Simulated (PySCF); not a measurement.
Bond curve of SiS⁺

Set-up: Si pcseg-1, S pcseg-1; no relativity (PySCF 2.14). Energies in eV from Si⁺ + S in their ground configurations at the same level. All curves are PBE0. state 1: ²Π (doublet), unpaired electrons π ↑; state 2: ²Σ⁺ (doublet), unpaired electrons σ ↑, a second solution, started from another occupation; state 3: quartet, unpaired electrons σ ↑, π ↑↑, a mixture of terms (⟨Lz²⟩ = 2.0), a second solution, started from another occupation.

```
R (Å)  state 1  state 2  state 3
1.795   -2.535   -3.433    0.360
1.878   -3.234   -3.686   -0.393
1.962   -3.615   -3.680   -0.833
2.024   -3.748   -3.561   -1.018
2.087   -3.783   -3.378   -1.115
2.150   -3.745   -3.151   -1.147
2.233   -3.609   -2.810   -1.124
2.337   -3.347   -2.356   -1.035
2.463   -2.957   -1.819   -0.896
2.630   -2.398   -1.195   -0.712
```

Question: Put a parabola through the three lowest points of the state 1 curve and estimate Re, k and ωe (reduced mass 14.92 u; 1 eV/Å² = 0.16022 mdyn/Å; ωe = 1302.8·√(k/μ) cm⁻¹).

Answer: Through R = 2.024, 2.087, 2.15 Å the second-order coefficient is 9.20 eV/Å², so Re ≈ 2.086 Å, k ≈ 2.95 mdyn/Å and ωe ≈ 579 cm⁻¹. A polynomial fit of higher order to the unrounded PBE0 energies gives Re = 2.083 Å, k = 3.07 mdyn/Å, ωe = 591 cm⁻¹; anharmonicity and rounding make the difference.

The higher-order fit for each curve: state 1: Re = 2.083 Å, ωe = 591 cm⁻¹, De = 3.78 eV; state 2: Re = 1.916 Å, ωe = 744 cm⁻¹, minimum 3.71 eV below the ground-state fragments; state 3: Re = 2.160 Å, ωe = 437 cm⁻¹, minimum 1.15 eV below the ground-state fragments.

⟨S²⟩ of the unrestricted solution departs from its pure value on part of the curve, where spin states mix. For an ion De counts to the pair picked by the measured ionisation energies or electron affinities, which need not be the lowest pair at this level. The state was picked by a PBE0 search and need not be the measured ground state.
